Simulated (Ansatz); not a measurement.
C4H6O can be A, `C=C=CCO`, or B, `C=CCC=O`.

Isolated molecules relaxed with PBE0-D4/def2-TZVP in Ansatz; ΔE leaves out vibrations. CBS: MP2 limit from def2 TZ/QZ plus the TZ coupled-cluster correction, frozen cores. Functionals use def2-TZVPP. B3LYP here is the variant with VWN-RPA as its local correlation; programs differ in this. One conformer a species, not always the lowest.

A:

```xyz
11

C    -0.528    1.516    1.622
C    -0.569    0.564    0.738
C    -0.591   -0.398   -0.139
C     0.645   -1.061   -0.676
O     0.745   -0.939   -2.079
H    -0.464    2.558    1.324
H    -0.563    1.299    2.685
H    -1.544   -0.742   -0.535
H     1.529   -0.659   -0.167
H     0.606   -2.136   -0.479
H     0.734   -0.002   -2.294
```

B:

```xyz
11

C     0.688    1.545    0.738
C    -0.149    0.522    0.648
C    -0.465   -0.197   -0.623
C    -0.089   -1.655   -0.551
O     0.533   -2.237   -1.393
H     0.886    2.030    1.687
H     1.202    1.937   -0.134
H    -0.642    0.157    1.546
H    -1.551   -0.171   -0.797
H     0.028    0.253   -1.486
H    -0.440   -2.184    0.363
```

Task: Which is lower in electronic energy at CCSD(T)/CBS, and by how much? (An estimate is asked.)

Result: Ansatz gave: B, by 20.8 kcal/mol.

Task: Give E(B) − E(A) in kcal/mol with B3LYP, ωB97M-V, PBE0-D4, CCSD/def2-TZVPP, PBE-D4, HF/def2-TZVPP, B2PLYP. (Best estimate.)

Result: The calculation gave: B3LYP -19.7, ωB97M-V -20.6, PBE0-D4 -20.0, CCSD/def2-TZVPP -21.8, PBE-D4 -19.3, HF/def2-TZVPP -24.0, B2PLYP -21.1. None reverses the order clearly.

Largest T1 diagnostic: 0.013.

In def2-TZVPP, CCSD(T) changes the Hartree–Fock value by +2.3 kcal/mol (the triples alone add +0.1 kcal/mol) and MP2 by +2.0 kcal/mol.
